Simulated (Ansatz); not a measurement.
Input for Ansatz (development build ahead of 0.2.0):

```yaml
crystal:
  periodic: [false, false, false]
  atoms:
    - { symbol: C, position_ang: [-0.01957, 0.00063, -1.28899] }
    - { symbol: C, position_ang: [-0.04498, 0.02148, 0.0039] }
    - { symbol: C, position_ang: [-0.04793, 1.27127, 0.7842] }
    - { symbol: C, position_ang: [0.02778, -1.30627, 0.76871] }
    - { symbol: H, position_ang: [-0.01188, -0.89244, -1.87178] }
    - { symbol: H, position_ang: [-0.02281, 0.91144, -1.93456] }
    - { symbol: H, position_ang: [0.01105, 2.08219, 0.13138] }
    - { symbol: H, position_ang: [-0.86838, 1.31766, 1.38113] }
    - { symbol: H, position_ang: [0.92845, 1.33332, 1.40193] }
    - { symbol: H, position_ang: [-0.00563, -2.08938, 0.14848] }
    - { symbol: H, position_ang: [0.92677, -1.34617, 1.42922] }
    - { symbol: H, position_ang: [-0.84674, -1.29139, 1.41213] }
basis:
  gaussian: { orbitals: def2-SVP }
hamiltonian:
  xc: hf
```

The input is written out in the form of the current development build from the run's settings.

Output:

```json
{"Converged": "yes", "Total energy": "-155.97907 hartree", "Spin squared of the determinant": "0.000"}
```
